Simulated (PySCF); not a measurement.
Geometries of 2 isomers of H7PSi2, from PBE0-D3(BJ)/def2-SVP geometry optimisation, gas phase in PySCF. One conformer each, no zero-point energy, no frequencies.

Question: Which isomer lies lower at this level?
A.
```xyz
10
angstrom
Si     1.577    0.720    0.069
Si    -0.162   -0.818   -0.262
P     -2.096    0.368   -0.368
H      2.910    0.043    0.026
H      1.530    1.770   -0.994
H      1.416    1.381    1.402
H     -0.157   -1.848    0.824
H      0.022   -1.513   -1.573
H     -2.944   -0.770   -0.197
H     -2.078    0.677    1.028
```
B.
```xyz
10
angstrom
Si     1.632    0.475   -0.104
P     -0.096   -0.276   -1.358
Si    -1.670   -0.168    0.265
H      1.716   -0.165    1.245
H      1.451    1.948    0.071
H      2.901    0.220   -0.849
H      0.197   -1.660   -1.149
H     -2.902   -0.861   -0.215
H     -1.976    1.277    0.492
H     -1.235   -0.780    1.558
```

Answer: B. That is `[SiH3]P[SiH3]`, 4.2 kcal/mol below the other.

```csv
SMILES,atoms numbered as above,E (Eh),relative (kcal/mol),relative (kJ/mol),dipole (D)
[SiH3]P[SiH3],[SiH3:1][PH:2][SiH3:3],-923.87953,0.0,0.0,0.83
[SiH3][SiH2]P,[SiH3:1][SiH2:2][PH2:3],-923.87277,4.2,17.8,0.84
```

As drawn, the higher has an Si–Si bond, which the lower lacks.
